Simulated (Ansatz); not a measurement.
System: 2H WSe₂. Method: LDA (Ansatz, a program for electronic structure, plane waves, PAW).

Run with plane-wave cutoff 520 eV, 12×12×4 k mesh (along the axes of the cell as run), perturbation theory, no spin polarisation, scalar-relativistic PAW data made under PBE.

Computed at the level's own relaxed cell.

Give the computed high-frequency dielectric constant (mean over three axes) and static dielectric constant (mean over three axes).


- high-frequency dielectric constant (mean over three axes) = 12.9
- static dielectric constant (mean over three axes) = 13.1

Spin–orbit coupling is not included.

It cost roughly 120 core-minutes of CPU time.
